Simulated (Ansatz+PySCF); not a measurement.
**singlet HCl in separate pieces: levels of theory in one basis**

```xyz
2

H     0.0000    0.0000   -3.6414
Cl    0.0000    0.0000    0.2142
```

Basis set: cc-pVDZ (spherical functions). Correlated methods keep 5 orbitals frozen. Charge 0, multiplicity 1.

Computed with Ansatz (development build ahead of 0.2.0); each method stands on the lowest determinant of its kind that the runs found. NEVPT2 correlates all electrons. Active spaces start from the frontier orbitals, and the lowest solution found is given.

```csv
method,E − E(RHF) (eV),<S²> of the determinant
RHF,0.00,0.00
UHF,-5.04,1.00
UHF-MP2,-8.03,1.00
RHF-CCSD,-7.97,–
RHF-CCSD(T),-8.90,–
UHF-CCSD(T),-8.52,1.00
RHF-CCSDT(Q),-8.55,–
UHF-CCSDT(Q),-8.53,1.00
full CI (lowest root of this spin),-8.53,–
"CASSCF(8,5)",-4.94,–
"CASSCF(2,2)",-4.94,–
"SC-NEVPT2(2,2)",-8.22,–
"SC-NEVPT2(8,5)",-7.84,–
```

Q: What does RHF-MP2 give on the same scale?

A: -6.89 eV.

At such a shape the full CI root can have another spatial symmetry than the determinants, so the rows needn't describe one state.

Q: Is a single determinant a sound starting point here?

A: It is doubtful. Unrestricted orbitals lower Hartree–Fock by 5.04 eV and <S²> is 1.00 where a pure state has 0.00, a sign of strong static correlation. The CASSCF(8,5) natural occupations are 2.00, 2.00, 2.00, 1.07, 0.93. The CASSCF(2,2) natural occupations are 1.07, 0.93.

Caution for RHF, RHF-MP2, RHF-CCSD, RHF-CCSD(T), RHF-CCSDT(Q): an unrestricted determinant lies well below. Caution for UHF, UHF-MP2, UHF-CCSD(T), UHF-CCSDT(Q): the unrestricted determinant is a mixture of spin states. Caution for RHF-MP2, RHF-CCSD, RHF-CCSDT(Q): large amplitudes, a single reference is doubtful. Caution for UHF-MP2, UHF-CCSD(T), UHF-CCSDT(Q): bonds are stretched, where a single reference can fail; a plain start can end on a higher determinant. Caution for RHF-CCSD(T): very large amplitudes, the method is breaking down. Caution for RHF-CCSD(T), RHF-CCSDT(Q): the amplitudes may be one of several solutions.
